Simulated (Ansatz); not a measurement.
hcp Hf: properties by level of theory

Reference values: lattice constant a 3.194 Å (measured, 293 K, not corrected to a static lattice, sources range from 3.194 to 3.200; as tabulated in Wikipedia's data pages); lattice parameter c 5.051 Å (measured, 293 K, not corrected to a static lattice; as tabulated in Wikipedia's data pages).

```csv
level (code),equilibrium lattice constant a (Å),lattice parameter c (Å)
PBE (Ansatz),?,5.068
PBE+SOC (Ansatz),3.201,5.064
PBE-D4 (Ansatz),3.189,5.050
```

Problem. Some entries are withheld; supply them.

Solution. 
- PBE (Ansatz, a program for electronic structure), equilibrium lattice constant a (Å): 3.205

Differences from the reference values (errors of the level alone only where the reference is corrected to a static lattice):

```json
[
 {"level": "PBE", "lattice constant a (%)": "+0.34", "lattice parameter c (%)": "+0.34"},
 {"level": "PBE+SOC", "lattice constant a (%)": "+0.22", "lattice parameter c (%)": "+0.26"},
 {"level": "PBE-D4", "lattice constant a (%)": "-0.16", "lattice parameter c (%)": "-0.02"}
]
```

Nearest: lattice constant a, not ranked (reference at room or unstated temperature); lattice parameter c, not ranked (reference at room or unstated temperature).

Ansatz's density-functional and Hartree–Fock values are scalar-relativistic unless marked +SOC, with PAW data made under PBE.

Differences are worked out from the printed values.

Static lattice: no zero-point or thermal effects.
